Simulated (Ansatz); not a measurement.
Consider the atomization: `[CH2][SiH3]`• → C• + 5 H• + Si•.

Program: Ansatz. Geometries: PBE0-D4/def2-TZVP. ΔE: electronic, gas phase. CCSD(T)/CBS adds triple-zeta CCSD(T) − MP2 to the extrapolated MP2 energy (def2 sets, frozen cores). This one scheme is used for every species, atoms too. Functionals use def2-TZVPP. No spin–orbit coupling; open shells (•) take unrestricted orbitals. Spin–orbit coupling would lower the free atoms: a little for C, Si.

```csv
species,r2SCAN-D4 energy (Eh)
`[CH2][SiH3]`•,-330.50883
C•,-37.83292
H•,-0.49993
Si•,-289.34127
```

Question: Work out ΔE.

Answer: ΔE = 5 × (-0.49993) + (-37.83292) + (-289.34127) − (-330.50883) = 0.83499 Eh = +524.0 kcal/mol. CCSD(T)/CBS gives +520.5 kcal/mol.

Question: What do rigid-rotor, harmonic-oscillator terms from PBE0-D4/def2-TZVP frequencies (298.15 K, 1 bar) make of the CCSD(T)/CBS value? (An estimate is asked.)

Answer: Computed: ΔZPE = -29.4 kcal/mol, ΔH = +498.0 kcal/mol, ΔS = 618 J/(mol·K), ΔG = +453.9 kcal/mol. Open shells count their whole term as degenerate. Modes under 50 cm⁻¹ make the entropy rough.

Largest T1 diagnostic among the species: 0.012.

Leaving LDA and LC-ωPBE aside and taking each functional with its dispersion term where it has one, the values, not all of them listed here, spread over 12.3 kcal/mol, from revPBE-D4 to CAM-B3LYP-D4. LDA lies +55.5 kcal/mol from PBE without D4, its usual overbinding. The D4 term adds +3.3 kcal/mol with B3LYP and +1.7 kcal/mol with PBE0; it sums over pairs of atoms, weighted by their polarisabilities, and B3LYP, whose exchange is more repulsive, gets the larger term.

B3LYP here is the variant with VWN-RPA as its local correlation; programs differ in this.

For atomizations the MP2-based limit and the directly extrapolated one differ by several kJ/mol either way, and by 10 to 25 for some Ge, Se and Sn compounds, so smaller differences from it don't rank the levels.
